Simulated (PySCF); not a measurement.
## Atomic charges against the basis set

Compound: (CH3)2PPF2, C2H6F2P2.
SMILES with atom numbers: `[CH3:1][P:2]([CH3:3])[P:4]([F:5])[F:6]` (hydrogens: H7, H8, H9 on C1; H10, H11, H12 on C3)

PBE0 throughout (PySCF), one geometry, spherical d and f functions. The structure is a single PBE0-D3(BJ)/def2-SVP conformer in the gas phase; no vibrational or solvent corrections. Atoms taken as equivalent share a column and are averaged.

Mulliken charges (e):

```
      basis  functions   C1/C3      P2      P4   F5/F6  H7 (×6)
   pcSseg-0         74  -1.013  +0.251  +1.059  -0.480   +0.279
    cc-pVDZ        122  -0.250  +0.004  +0.643  -0.313   +0.080
aug-cc-pVDZ        200  +0.453  +0.233  +1.057  -0.511   -0.196
    cc-pVTZ        272  -0.355  +0.061  +0.526  -0.277   +0.113
   IGLO-III        288  -0.566  +0.251  +0.752  -0.412   +0.159
   pcSseg-2        314  -0.253  +0.140  +0.610  -0.329   +0.069
```

IAO charges (e):

| basis | functions | C1/C3 | P2 | P4 | F5/F6 | H7 (×6) |
| --- | --- | --- | --- | --- | --- | --- |
| pcSseg-0 | 74 | -0.613 | +0.256 | +0.823 | -0.424 | +0.166 |
| cc-pVDZ | 122 | -0.606 | +0.302 | +0.926 | -0.472 | +0.155 |
| aug-cc-pVDZ | 200 | -0.615 | +0.307 | +0.946 | -0.488 | +0.159 |
| cc-pVTZ | 272 | -0.625 | +0.312 | +0.964 | -0.492 | +0.160 |
| IGLO-III | 288 | -0.628 | +0.322 | +0.968 | -0.497 | +0.160 |
| pcSseg-2 | 314 | -0.628 | +0.319 | +0.967 | -0.496 | +0.160 |

Hirshfeld charges (e):

```json
{"basis": "pcSseg-0", "functions": "74", "C1/C3": "-0.154", "P2": "+0.096", "P4": "+0.335", "F5/F6": "-0.184", "H7 (×6)": "+0.041"}
{"basis": "cc-pVDZ", "functions": "122", "C1/C3": "-0.158", "P2": "+0.081", "P4": "+0.274", "F5/F6": "-0.151", "H7 (×6)": "+0.044"}
{"basis": "aug-cc-pVDZ", "functions": "200", "C1/C3": "-0.175", "P2": "+0.097", "P4": "+0.292", "F5/F6": "-0.162", "H7 (×6)": "+0.048"}
{"basis": "cc-pVTZ", "functions": "272", "C1/C3": "-0.169", "P2": "+0.084", "P4": "+0.275", "F5/F6": "-0.152", "H7 (×6)": "+0.047"}
{"basis": "IGLO-III", "functions": "288", "C1/C3": "-0.175", "P2": "+0.105", "P4": "+0.297", "F5/F6": "-0.161", "H7 (×6)": "+0.045"}
{"basis": "pcSseg-2", "functions": "314", "C1/C3": "-0.176", "P2": "+0.092", "P4": "+0.290", "F5/F6": "-0.160", "H7 (×6)": "+0.048"}
```

Some averages cover members that differ in this geometry, most widely: H7 (×6), Mulliken in IGLO-III +0.144 to +0.177; H7 (×6), Mulliken in pcSseg-2 +0.056 to +0.086; H7 (×6), Mulliken in pcSseg-0 +0.262 to +0.291; H7 (×6), Mulliken in aug-cc-pVDZ -0.208 to -0.179 e.

Task: Which scheme is steadiest as the basis changes?

Result: Largest range over the bases for any column: Hirshfeld 0.06 e, IAO 0.15 e, Mulliken 1.47 e. Hirshfeld charges move least and Mulliken charges most, counted in e.

Task: How much do the charges still move between the two largest bases, IGLO-III and pcSseg-2?

Result: At most, over all atoms: Mulliken 0.315 e, IAO 0.003 e, Hirshfeld 0.013 e.

Task: What do the same runs give for the total energy, the frontier levels and the dipole moment?

Result: 
| basis | energy (Eh) | HOMO (eV) | LUMO (eV) | μ (D) |
| --- | --- | --- | --- | --- |
| pcSseg-0 | -960.2494 | -6.88 | -0.49 | 3.55 |
| cc-pVDZ | -961.7279 | -6.56 | -0.31 | 2.88 |
| aug-cc-pVDZ | -961.7654 | -6.76 | -0.76 | 2.99 |
| cc-pVTZ | -961.8715 | -6.66 | -0.55 | 2.84 |
| IGLO-III | -961.8830 | -6.69 | -0.68 | 2.87 |
| pcSseg-2 | -961.8940 | -6.75 | -0.77 | 3.05 |

The dipole is fixed by the density alone, so its range of 0.71 D shows that the density itself changes with the basis, not only its division among atoms.
